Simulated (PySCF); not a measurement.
**1,2,5-Thiadiazole (C2H2N2S): electronic excitations and core binding energies**

Wanted: the electronic excitations and core binding energies of 1,2,5-Thiadiazole (C2H2N2S) (`c1cnsn1`), by calculation.

Computed with PySCF 2.14.0, with density-fitted response routines of our own, on a single molecule in the gas phase. Atoms count from 0, in the outputs and in this text.

### 1 Starting geometry

7 atoms, charge 0, multiplicity 1; geometry from: GFN2-xTB.

Bonds of the start (Å): C0–C1 1.41, C1–N2 1.31, N2–S3 1.62, S3–N4 1.62, N4–C0 1.31, C0–H5 1.07, C1–H6 1.07.

### 2 TDDFT and polarisability: wB97X-D/def2-SVPD

Job settings and geometry (Å):

```
{"job": {"kind": "uv", "xc": "wB97X-D", "basis": "def2-SVPD", "nstates": 8, "ntriplets": 3}, "charge": 0, "multiplicity": 1}
C     -0.390682     0.722666     0.058323
C     -0.462342    -0.680342    -0.030961
N      0.720582    -1.244839    -0.113009
S      1.855706    -0.088960    -0.080001
N      0.843677     1.170497     0.040706
H     -1.212694     1.409737     0.134500
H     -1.350914    -1.283854    -0.036634
```

Method: TDDFT wB97X-D/def2-SVPD, vertical, gas phase, core orbitals frozen in the response.

**Question.** This job is followed by: delta-SCF UKS SCAN, pcX-2 on the ionised atom, pcseg-1 elsewhere, spin-free X2C. What will the session give for the following? lowest singlet (wB97X-D/def2-SVPD); brightest single state of those computed; lowest triplet; C1s binding energies, SCAN/pcX-2; N1s binding energies, SCAN/pcX-2; S1s binding energies, SCAN/pcX-2; S2p binding energies, SCAN/pcX-2.

The runs gave:

| quantity | value |
| --- | --- |
| lowest singlet (wB97X-D/def2-SVPD) | 5.10 eV (243 nm), f = 0.000 |
| brightest single state of those computed | state 2, 5.71 eV, f = 0.164 |
| lowest triplet | 4.12 eV |
| C1s binding energies, SCAN/pcX-2 | C0 291.98 eV |
| N1s binding energies, SCAN/pcX-2 | N2 405.65 eV |
| S1s binding energies, SCAN/pcX-2 | S3 2479.65 eV |
| S2p binding energies, SCAN/pcX-2 | S3 171.98 eV |

**Reading.** The first singlet state (HOMO−1→LUMO 0.99) lies at 5.10 eV and is dark; of the 8 states computed, the strongest absorption comes from state 2 at 5.71 eV. The lowest triplet lies 0.98 eV below the lowest singlet (triplets in Tamm-Dancoff, singlets in full TDDFT).
